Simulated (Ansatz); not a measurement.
# S2 (triplet): wave-function methods side by side, cc-pV(T+d)Z

Aim: climb from Hartree-Fock through coupled cluster and multireference methods for S2 (triplet) at one geometry and basis, and see what each rung misses.

Method: cc-pV(T+d)Z, core rule «outside noble gas», up to 10 orbitals frozen; program: Ansatz 0.2.0, Gaussian basis.

Plan: UHF; CCSD(T) on ROHF; CCSD(T) on UHF; BCCD(T) on ROHF; CISD; CCSDT(Q) on ROHF; CCSDT(Q) on UHF; CASSCF and MRCISD+Q, 12 electrons in 8 orbitals; CASSCF and NEVPT2, 12 electrons in 8 orbitals.

11 further runs of the same task are left out: 2 that didn't finish, 9 set aside as unsound or not needed.

## (1) The system

The geometry is an MP2(full)/6-31G* stationary point (not a proven minimum).

2 atoms, charge 0, spin multiplicity 3.

Atoms are counted from 1 here; the program's logs count them from 0.

Bond lengths: S1–S2 1.920 Å.

## (2) UHF

Input file in.yaml:

```yaml
crystal:
  periodic: [false, false, false]
  atoms:
    - {symbol: S, position_ang: [0.000000, 0.000000, 0.000000]}
    - {symbol: S, position_ang: [0.000000, 0.000000, 1.920226]}
basis:
  gaussian: {orbitals: "cc-pV(T+d)Z.json"}
magnetization: {spin_polarized: true, initial_magnetization: 2}
hamiltonian: {xc: hf}
output: {orbitals: {seedname: orbitals}}
```

On the command line:

```bash
ansatz run in.yaml --threads 1 --pin off --events-out ev --progress --plain --max-ram 3328MiB --backend cpu
```

The runs that follow: CCSD(T) on ROHF; CCSD(T) on UHF; BCCD(T) on ROHF; CISD; CCSDT(Q) on ROHF; CCSDT(Q) on UHF; CASSCF and MRCISD+Q, 12 electrons in 8 orbitals; CASSCF and NEVPT2, 12 electrons in 8 orbitals.

**Question.** What will the summary of the whole plan be? Wanted: UCCSDT(Q) below the RHF energy; RMP2 from UCCSDT(Q); UMP2 from UCCSDT(Q); RCCSD from UCCSDT(Q); RCCSD(T) from UCCSDT(Q); UCCSD(T) from UCCSDT(Q); RCCSDT(Q) from UCCSDT(Q); NEVPT2 valence from UCCSDT(Q); MRCISD+Q valence from UCCSDT(Q).

**Answer**, as computed:

| quantity | value |
| --- | --- |
| UCCSDT(Q) below the RHF energy | -10.3244 eV |
| RMP2 from UCCSDT(Q) | +25.05 kcal/mol |
| UMP2 from UCCSDT(Q) | +31.50 kcal/mol |
| RCCSD from UCCSDT(Q) | +14.77 kcal/mol |
| RCCSD(T) from UCCSDT(Q) | +1.60 kcal/mol |
| UCCSD(T) from UCCSDT(Q) | +1.71 kcal/mol |
| RCCSDT(Q) from UCCSDT(Q) | +0.04 kcal/mol |
| NEVPT2 valence from UCCSDT(Q) | +45.83 kcal/mol |
| MRCISD+Q valence from UCCSDT(Q) | +5.03 kcal/mol |
| levels within 1 kcal/mol (43 meV) | RCCSDT(Q) |
| T1 diagnostic | 0.019 |
| effectively unpaired electrons | 2.02 |

RCCSD(T) lands +1.60 kcal/mol from the yardstick (0.7 % of the correlation energy). One determinant dominates. Of the multireference levels listed MRCISD+Q valence comes nearest in total energy (+5.03 kcal/mol), which doesn't show that its space is the better one. These misses are within one basis, not against nature; the frozen cores of restricted and unrestricted runs differ, which can shift their rows.
